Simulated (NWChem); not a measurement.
Program: NWChem. System: CH2, charge 0, spin multiplicity 1, at a geometry optimised with B3LYP/def2-SVP. The structure started from a generated list of species. Level: TD-B3LYP/6-31G* (spherical d), VWN1-RPA local correlation.

The NWChem input:

```
start mol
memory heap 200 mb stack 900 mb global 1100 mb
geometry units angstroms nocenter noautoz noautosym
  C      0.000000     0.000000     0.179936
  H      0.862169     0.000000    -0.539807
  H     -0.862169     0.000000    -0.539807
end
basis spherical
  * library 6-31g*
end
dft
  xc b3lyp
  semidirect memsize 60000000 filesize 0
  iterations 100
end
tddft
  rpa
  nroots 10
  notriplet
end
task tddft energy
```

NWChem printed:

```
             Northwest Computational Chemistry Package (NWChem) 7.3.0
             --------------------------------------------------------

                                NWChem Input Module
                                -------------------

 Scaling coordinates for geometry "geometry" by  1.889725989
 (inverse scale =  0.529177249)

                             Geometry "geometry" -> ""
                             -------------------------

 Output coordinates in angstroms (scale by  1.889725989 to convert to a.u.)

  No.       Tag          Charge          X              Y              Z
 ---- ---------------- ---------- -------------- -------------- --------------
    1 C                    6.0000     0.00000000     0.00000000     0.17993600
    2 H                    1.0000     0.86216900     0.00000000    -0.53980700
    3 H                    1.0000    -0.86216900     0.00000000    -0.53980700

 Effective nuclear repulsion energy (a.u.)       5.9609673148

            Nuclear Dipole moment (a.u.)
            ----------------------------
        X                 Y               Z
 ---------------- ---------------- ----------------
     0.0000000000     0.0000000000     0.0000037795


 Summary of "ao basis" -> "" (spherical)
 ------------------------------------------------------------------------------
       Tag                 Description            Shells   Functions and Types
 ---------------- ------------------------------  ------  ---------------------
 *                           6-31g*                   on all atoms

                                 NWChem DFT Module
                                 -----------------

 Summary of "ao basis" -> "ao basis" (spherical)
 ------------------------------------------------------------------------------
       Tag                 Description            Shells   Functions and Types
 ---------------- ------------------------------  ------  ---------------------
 C                           6-31g*                  6       14   3s2p1d
 H                           6-31g*                  2        2   2s

 Summary of "ao basis" -> "ao basis" (spherical)
 ------------------------------------------------------------------------------
       Tag                 Description            Shells   Functions and Types
 ---------------- ------------------------------  ------  ---------------------
 C                           6-31g*                  6       14   3s2p1d
 H                           6-31g*                  2        2   2s

            General Information
            -------------------
          SCF calculation type: DFT
          Wavefunction type:  closed shell.
          No. of atoms     :     3
          No. of electrons :     8
           Alpha electrons :     4
            Beta electrons :     4
          Charge           :     0
          Spin multiplicity:     1
          Use of symmetry is: off; symmetry adaption is: off
          Maximum number of iterations: 100
          AO basis - number of functions:    18
                     number of shells:    10
          Convergence on energy requested:  1.00D-06
          Convergence on density requested:  1.00D-05
          Convergence on gradient requested:  5.00D-04

              XC Information
              --------------
                         B3LYP Method XC Potential
                     Hartree-Fock (Exact) Exchange  0.200
                        Slater Exchange Functional  0.800 local
                    Becke 1988 Exchange Functional  0.720 non-local
              Lee-Yang-Parr Correlation Functional  0.810
                  VWN I RPA Correlation Functional  0.190 local

             Grid Information
             ----------------
          Grid used for XC integration:  medium
          Radial quadrature: Mura-Knowles
          Angular quadrature: Lebedev.
          Tag              B.-S. Rad. Rad. Pts. Rad. Cut. Ang. Pts.
          ---              ---------- --------- --------- ---------
          C                   0.70       49           6.0       434
          H                   0.35       45           6.0       434
          Grid pruning is: on
          Number of quadrature shells:   139
          Spatial weights used:  Erf1

          Convergence Information
          -----------------------
          Convergence aids based upon iterative change in
          total energy or number of iterations.
          Levelshifting, if invoked, occurs when the
          HOMO/LUMO gap drops below (HL_TOL):  1.00D-02
          DIIS, if invoked, will attempt to extrapolate
          using up to (NFOCK): 10 stored Fock matrices.

                    Damping( 0%)  Levelshifting(0.5)       DIIS
                  --------------- ------------------- ---------------
          dE  on:    start            ASAP                start
          dE off:    2 iters        100 iters           100 iters

      Screening Tolerance Information
      -------------------------------
          Density screening/tol_rho:  1.00D-10
          AO Gaussian exp screening on grid/accAOfunc:  14
          CD Gaussian exp screening on grid/accCDfunc:  20
          XC Gaussian exp screening on grid/accXCfunc:  20
          Schwarz screening/accCoul:  1.00D-08

      Superposition of Atomic Density Guess
      -------------------------------------

 Sum of atomic energies:         -38.65671923

      Non-variational initial energy
      ------------------------------

 Total energy =     -38.690214
 1-e energy   =     -62.963773
 2-e energy   =      18.312591
 HOMO         =      -0.241309
 LUMO         =      -0.116445
[...]
     Transition Moments    X  0.00000   Y  0.00000   Z  0.00000
     Transition Moments   XX -0.00000  XY  0.88236  XZ -0.00000
     Transition Moments   YY  0.00000  YZ -0.00000  ZZ  0.00000
     Dipole Oscillator Strength                    0.0000000000
     Electric Quadrupole                           0.0000000363
     Magnetic Dipole                               0.0000032896
     Total Oscillator Strength                     0.0000033259

          sigma_e =   1.0340 Angstrom
          sigma_h =   1.1020 Angstrom
         |d_h->e| =   0.3608 Angstrom
            d_exc =   1.5553 Angstrom
            d_CD1 =   0.4288 Angstrom
            d_CD2 =  -0.7072 Angstrom
            d_CD3 =   1.9161 Angstrom
     Pearson C.C. =  -0.0023

     Occ.    3  a   ---  Virt.    5  a   -0.99997 X
  ----------------------------------------------------------------------------
  Root   3 singlet a              0.308899386 a.u.                8.4056 eV
  ----------------------------------------------------------------------------
     Transition Moments    X -0.00000   Y -0.00000   Z -0.71230
     Transition Moments   XX  0.75478  XY -0.00000  XZ  0.00000
     Transition Moments   YY  0.12054  YZ  0.00000  ZZ  0.04805
     Dipole Oscillator Strength                    0.1044857882
     Electric Quadrupole                           0.0000000237
     Magnetic Dipole                               0.0000000000
     Total Oscillator Strength                     0.1044858119

          sigma_e =   1.6740 Angstrom
          sigma_h =   1.0178 Angstrom
         |d_h->e| =   1.0277 Angstrom
            d_exc =   2.2160 Angstrom
            d_CD1 =   1.6839 Angstrom
            d_CD2 =  -0.3182 Angstrom
            d_CD3 =   3.2437 Angstrom
     Pearson C.C. =  -0.0048

     Occ.    3  a   ---  Virt.    7  a    0.10551 X
     Occ.    4  a   ---  Virt.    6  a   -0.99424 X
  ----------------------------------------------------------------------------
  Root   4 singlet a              0.369746856 a.u.               10.0613 eV
  ----------------------------------------------------------------------------
     Transition Moments    X  0.80305   Y  0.00000   Z  0.00000
     Transition Moments   XX -0.00000  XY -0.00000  XZ -0.18866
     Transition Moments   YY -0.00000  YZ  0.00000  ZZ -0.00000
     Dipole Oscillator Strength                    0.1589643484
     Electric Quadrupole                           0.0000000096
     Magnetic Dipole                               0.0000013206
     Total Oscillator Strength                     0.1589656786

          sigma_e =   1.6115 Angstrom
          sigma_h =   1.0552 Angstrom
         |d_h->e| =   0.8421 Angstrom
            d_exc =   2.1149 Angstrom
            d_CD1 =   1.3984 Angstrom
            d_CD2 =  -0.4912 Angstrom
            d_CD3 =   2.9570 Angstrom
     Pearson C.C. =  -0.0157

     Occ.    3  a   ---  Virt.    6  a   -0.17035 X
     Occ.    4  a   ---  Virt.    7  a    0.98389 X
     Occ.    4  a   ---  Virt.    7  a   -0.05189 Y
     Occ.    4  a   ---  Virt.    8  a    0.06096 X
  ----------------------------------------------------------------------------
  Root   5 singlet a              0.479801197 a.u.               13.0561 eV
  ----------------------------------------------------------------------------
     Transition Moments    X  1.37237   Y  0.00000   Z -0.00000
     Transition Moments   XX  0.00000  XY -0.00000  XZ -1.46721
     Transition Moments   YY -0.00000  YZ -0.00000  ZZ  0.00000
     Dipole Oscillator Strength                    0.6024356874
     Electric Quadrupole                           0.0000012662
     Magnetic Dipole                               0.0000000167
     Total Oscillator Strength                     0.6024369702

          sigma_e =   1.6864 Angstrom
          sigma_h =   1.1048 Angstrom
         |d_h->e| =   0.4574 Angstrom
            d_exc =   2.0596 Angstrom
            d_CD1 =   1.0390 Angstrom
            d_CD2 =  -0.9382 Angstrom
            d_CD3 =   2.5170 Angstrom
     Pearson C.C. =   0.0086

     Occ.    3  a   ---  Virt.    6  a    0.98361 X
     Occ.    4  a   ---  Virt.    7  a    0.16797 X
     Occ.    4  a   ---  Virt.    8  a    0.06526 X
  ----------------------------------------------------------------------------
  Root   6 singlet a              0.535751618 a.u.               14.5785 eV
  ----------------------------------------------------------------------------
     Transition Moments    X  0.00000   Y -0.95272   Z -0.00000
     Transition Moments   XX  0.00000  XY  0.00000  XZ -0.00000
     Transition Moments   YY  0.00000  YZ -0.06690  ZZ  0.00000
     Dipole Oscillator Strength                    0.3241928690
     Electric Quadrupole                           0.0000000037
     Magnetic Dipole                               0.0000001663
     Total Oscillator Strength                     0.3241930390

          sigma_e =   1.0700 Angstrom
          sigma_h =   0.9299 Angstrom
         |d_h->e| =   0.3725 Angstrom
            d_exc =   1.4969 Angstrom
            d_CD1 =   0.5126 Angstrom
            d_CD2 =  -0.6275 Angstrom
            d_CD3 =   1.8694 Angstrom
     Pearson C.C. =  -0.0465

     Occ.    2  a   ---  Virt.    5  a    0.99868 X
     Occ.    2  a   ---  Virt.    5  a   -0.07465 Y
     Occ.    4  a   ---  Virt.    5  a    0.07651 X
     Occ.    4  a   ---  Virt.    5  a   -0.06390 Y
     Occ.    4  a   ---  Virt.    9  a   -0.06671 X
  ----------------------------------------------------------------------------
  Root   7 singlet a              0.551013211 a.u.               14.9938 eV
  ----------------------------------------------------------------------------
     Transition Moments    X -0.00000   Y  0.00000   Z -1.15271
     Transition Moments   XX  1.78303  XY -0.00000  XZ -0.00000
     Transition Moments   YY  0.04583  YZ -0.00000  ZZ  0.39566
     Dipole Oscillator Strength                    0.4880990463
     Electric Quadrupole                           0.0000007521
     Magnetic Dipole                               0.0000000000
     Total Oscillator Strength                     0.4880997984

          sigma_e =   1.6653 Angstrom
          sigma_h =   1.1037 Angstrom
         |d_h->e| =   0.2263 Angstrom
            d_exc =   2.0450 Angstrom
            d_CD1 =   0.7880 Angstrom
            d_CD2 =  -1.1582 Angstrom
            d_CD3 =   2.2713 Angstrom
     Pearson C.C. =  -0.0379

     Occ.    2  a   ---  Virt.    6  a   -0.12246 X
     Occ.    3  a   ---  Virt.    7  a   -0.97091 X
     Occ.    3  a   ---  Virt.    7  a    0.05107 Y
     Occ.    4  a   ---  Virt.    6  a   -0.09905 X
     Occ.    4  a   ---  Virt.   10  a    0.18046 X
  ----------------------------------------------------------------------------
  Root   8 singlet a              0.709065641 a.u.               19.2947 eV
  ----------------------------------------------------------------------------
     Transition Moments    X -0.00000   Y  0.10818   Z  0.00000
     Transition Moments   XX -0.00000  XY  0.00000  XZ -0.00000
     Transition Moments   YY  0.00000  YZ  0.94352  ZZ -0.00000
     Dipole Oscillator Strength                    0.0055319654
     Electric Quadrupole                           0.0000016900
     Magnetic Dipole                               0.0000001455
     Total Oscillator Strength                     0.0055338009

          sigma_e =   1.3512 Angstrom
          sigma_h =   1.0353 Angstrom
         |d_h->e| =   0.2337 Angstrom
            d_exc =   1.7185 Angstrom
            d_CD1 =   0.5496 Angstrom
            d_CD2 =  -0.9596 Angstrom
            d_CD3 =   1.9522 Angstrom
     Pearson C.C. =  -0.0004

     Occ.    2  a   ---  Virt.    5  a    0.06921 X
     Occ.    4  a   ---  Virt.    9  a    0.99747 X
  ----------------------------------------------------------------------------
  Root   9 singlet a              0.715762034 a.u.               19.4769 eV
  ----------------------------------------------------------------------------
     Transition Moments    X -0.68539   Y -0.00000   Z  0.00000
     Transition Moments   XX -0.00000  XY -0.00000  XZ -0.98799
     Transition Moments   YY  0.00000  YZ -0.00000  ZZ  0.00000
     Dipole Oscillator Strength                    0.2241589684
     Electric Quadrupole                           0.0000019061
     Magnetic Dipole                               0.0000016730
     Total Oscillator Strength                     0.2241625474

          sigma_e =   1.4410 Angstrom
          sigma_h =   1.0257 Angstrom
         |d_h->e| =   0.0182 Angstrom
            d_exc =   1.7719 Angstrom
            d_CD1 =   0.4336 Angstrom
            d_CD2 =  -1.2151 Angstrom
            d_CD3 =   1.7902 Angstrom
     Pearson C.C. =  -0.0036

     Occ.    3  a   ---  Virt.    6  a   -0.05294 X
     Occ.    4  a   ---  Virt.    7  a   -0.06847 X
     Occ.    4  a   ---  Virt.    8  a    0.99193 X
     Occ.    4  a   ---  Virt.   12  a   -0.07841 X
  ----------------------------------------------------------------------------
  Root  10 singlet a              0.744019775 a.u.               20.2458 eV
  ----------------------------------------------------------------------------
     Transition Moments    X  0.00000   Y  0.00000   Z  0.49361
     Transition Moments   XX -1.46009  XY  0.00000  XZ  0.00000
     Transition Moments   YY  0.21469  YZ  0.00000  ZZ  0.22400
     Dipole Oscillator Strength                    0.1208547236
     Electric Quadrupole                           0.0000020620
     Magnetic Dipole                               0.0000000000
     Total Oscillator Strength                     0.1208567856

          sigma_e =   1.6951 Angstrom
          sigma_h =   0.9841 Angstrom
         |d_h->e| =   0.2412 Angstrom
            d_exc =   1.9872 Angstrom
            d_CD1 =   0.9522 Angstrom
            d_CD2 =  -1.0984 Angstrom
            d_CD3 =   2.2284 Angstrom
     Pearson C.C. =  -0.0147

     Occ.    2  a   ---  Virt.    6  a   -0.88481 X
     Occ.    3  a   ---  Virt.    8  a   -0.06304 X
     Occ.    4  a   ---  Virt.   10  a   -0.45946 X

              Target root =      1
          Target symmetry = none
      Ground state energy =    -39.127032192399
        Excitation energy =      0.056038381785
     Excited state energy =    -39.070993810614

  stored tddft:energy   -39.070993810614105

 Task  times  cpu:        1.8s     wall:        1.8s

 Total times  cpu:        1.8s     wall:        1.8s
```
